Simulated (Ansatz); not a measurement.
hcp Y was calculated with r²SCAN+rVV10 (Ansatz, a quantum-chemistry and plane-wave program, PAW).

Output (set-up and result lines):

```
Relaxation: its limit of steps is 80 (relax.max_steps)
Crystal: 2 atoms, lattice volume = 67.374 Å³
Basis set: ecut = 560 eV, 1973 PW (Γ), exchange–correlation on 90×90×135 points (27 copies of the dense FFT grid, shifted against one another)
Bands: 15, of which v1, the nominal top of the filled ones, is band 11 counted from 1 (10 counted from 0)
Symmetry: 24 space group operations
Space group: P63/mmc (ITA 194), of the structure as read, at distance tolerance 4.1e-5 Å
k-points: 222 of 3240
Functional: x = r2scan, c = r2scan + rvv10(b = 11.95, C = 0.0093); τ floored in thin density (d = 2e-4 eV/Å³)
SCF iter   1: F=—  HF=-7716.452544 eV  |F-HF|=—  |Δ(HF+E_count)|=         —  Δρ=5.48e-3  dr2=2.08e-2  dr2_τ=2.79e-3
SCF iter   2: F=—  HF=-7716.499574 eV  |F-HF|=—  |Δ(HF+E_count)|=   4.70e-2  Δρ=3.59e-3  dr2=9.44e-3  dr2_τ=2.39e-4
  ...
SCF 1 converged in 6 iterations: F = -7716.500117 eV  dr2 = 1.26e-8
Crystal: 2 atoms, lattice volume = 67.374 Å³
Initial density: handed on by an earlier stage of this run
SCF 2 converged in 4 iterations: F = -7716.500126 eV  dr2 = 1.39e-9
Crystal: 2 atoms, lattice volume = 67.374 Å³
SCF iter   4: F=—  HF=-7716.500125 eV  |F-HF|=—  |Δ(HF+E_count)|=  1.27e-11  Δρ=1.14e-7  dr2=5.02e-12  dr2_τ=1.80e-12
SCF iter   5: F=-7716.500125 eV  HF=-7716.500125 eV  |F-HF|=3.64e-12  |Δ(HF+E_count)|=  2.73e-12  Δρ=1.28e-8  dr2=8.86e-14  dr2_τ=8.78e-15
SCF 3 converged in 5 iterations: F = -7716.500125 eV  dr2 = 8.86e-14
SCF converged after 5 iterations
Free energy (F): -7716.500125 eV
Internal energy: -7716.469136 eV  (E = F + TS)
E sigma→0 (E₀):  -7716.484630 eV
Fermi energy:    9.061100 eV
--- Forces (eV/Å), atoms counted from 1 ---
  atom   1  Y      0.00000000     0.00000000     0.00000000
  atom   2  Y      0.00000000    -0.00000000    -0.00000000
--- Stress (GPa, compression-positive) ---
       -0.783992      -0.000000      -0.000000
       -0.000000      -0.783992      -0.000000
       -0.000000      -0.000000      -0.768726
  P = ⅓ Tr σ = -0.7789 GPa (-7.789 kbar)
```

**Question.** Write an input file that could have produced this run (the log leaves some choices open).

**Answer.** This is not unique; one that fits is 
Ansatz 0.2 input:
```yaml
crystal:
  lattice:
    - [1.8458469765, -3.1971007463, 0.0]
    - [1.8458469765, 3.1971007463, 0.0]
    - [0.0, 0.0, 5.7083297817]
  atoms:
    - { symbol: Y, position: [0.3333333333, 0.6666666667, 0.25] }
    - { symbol: Y, position: [0.6666666667, 0.3333333333, 0.75] }
basis:
  ecutwfc: 560
  ecutrho_ratio: 4
  xc_grid: 3
kpoints:
  mp_grid: { grid: [18, 18, 10] }
hamiltonian:
  xc: r2scan
  dispersion: rvv10
  pseudopotentials: { kind: paw }
scf:
  occupations: { method: fermi_dirac, width: 0.05 }
output:
  forces: true
  stress: true
  eigenvalues: true
relax:
  f_tol: 0.004
  escape_saddle: false
  max_steps: 80
  cell: { stress_tol: 0.02, fix: [volume] }
```

The cell is one volume of an energy–volume scan, off the minimum.

The PAW data were made under PBE.

Cost on a shared machine: around 70 core-seconds (rough).
